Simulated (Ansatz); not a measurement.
Worked example: the barrier

An elementary step of BH$_{2}$OF, singlet (BH₂OF ([OH][BH][F]) → BOF + H₂; bonds formed: H2–H4; bonds broken: B1–H2, O3–H4). “Start” is the structure reached by relaxing down from the saddle towards the reactants; PBE0-D4/def2-TZVP structures. The saddle:

```
5
angstrom
B -0.1594 0.1651 0.2906
H 0.4749 0.1808 -0.9916
O -0.2298 -1.0483 0.6590
H 0.3506 -0.6990 -0.5767
F -0.4364 1.4013 0.6187
```

Computed with Ansatz 0.2.0 (basis: def2-TZVPP and def2-QZVPP); correlated methods freeze the cores.

Energies in eV:

| quantity | saddle | start |
| --- | --- | --- |
| Hartree–Fock, triple zeta (X = 3) | -5448.43126 | -5451.96632 |
| Hartree–Fock, quadruple zeta (X = 4) | -5448.69822 | -5452.22649 |
| MP2 correlation, X = 3 | -16.80440 | -16.03237 |
| MP2 correlation, X = 4 | -18.19142 | -17.41469 |
| CCSD(T) correlation, X = 3 | -17.49688 | -16.82532 |

Work out the barrier at the basis limit: extrapolate Hartree–Fock as E(X) = E∞ + A exp(−7.88 √X) and the MP2 correlation as E(X) = E∞ + B X^−2.97 (the exponents that Neese and Valeev fitted for def2-TZVPP and QZVPP), then add CCSD(T) − MP2 in triple zeta.

Each step is linear, so take the differences first (saddle − start): Hartree–Fock 3.53506 (X = 3) and 3.52827 (X = 4); MP2 correlation -0.77203 and -0.77673; CCSD(T) correlation -0.67156.
Two points give E∞ = E(4) + w [E(4) − E(3)], with w = 1/(exp(7.88 (2 − √3)) − 1) = 0.1377 for Hartree–Fock and w = 1/((4/3)^2.97 − 1) = 0.7407 for the correlation.
Hartree–Fock: 3.52827 + 0.1377 × (-0.00679) = 3.5273 eV.
MP2 correlation: -0.77673 + 0.7407 × (-0.00470) = -0.7802 eV.
CCSD(T) − MP2: -0.67156 − (-0.77203) = 0.1005 eV.
Sum: 3.5273 + (-0.7802) + 0.1005 = 2.8476 eV, or 65.67 kcal/mol. Plain CCSD(T) in triple zeta gives 2.8635 eV, so the larger basis shifts the result by -0.0159 eV.

No T1 diagnostic of these runs exceeds 0.018.

Labels in which every atom is bracketed show which atoms are joined, not bond orders.

For scale, one of the runs: CCSD(T)/def2-TZVPP, 121 basis functions, launched by `ansatz run in.yaml --threads 2 --pin off --events-out ev --progress --plain --max-ram 4352MiB`. The run took about 7 s on 2 CPU threads of an Arm Neoverse V1 (shared host).
